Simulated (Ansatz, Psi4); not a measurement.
NOF (nitrosyl fluoride): a line through the functionals

NOF: 3 atoms, total charge 0, spin state singlet. SMILES: `O=NF`. The shape is that of a PBE0-D4/def2-TZVP optimisation.

The electronic atomisation energy y, in eV, basis def2-TZVPP; a is the functional's share of exact exchange. Programs: Ansatz 0.2.0, Psi4 1.11.

| functional | program | a | y (eV) |
| --- | --- | --- | --- |
| r2SCAN | Psi4 | 0 | 9.51 |
| PBE | Psi4 | 0 | 10.78 |
| B3LYP | Psi4 | 0.2 | ? |
| PBE0 | Psi4 | 0.25 | 9.33 |
| r2SCAN0 | Ansatz | 0.25 | 8.36 |
| BHLYP | Psi4 | 0.5 | 7.67 |

Question: Fit y = c + s·a to the known rows and predict B3LYP.

Answer: 
1. Means of the 5 rows: a = 0.2000, y = 9.130.
2. Σ(Δa)² = 0.175, Σ(Δa·Δy) = -0.8725, so the slope is -0.8725/0.175 = -4.9857.
3. Intercept: 9.130 − (-4.9857) × 0.2000 = 10.127. The largest residual of the fit is 0.65.
4. B3LYP: 10.127 + (-4.9857) × 0.2 = 9.13 eV.

The run gave 9.39 eV, so the prediction is off by -0.26 eV, within the largest residual. The rows mix families of semi-local functionals, which the line can't see.
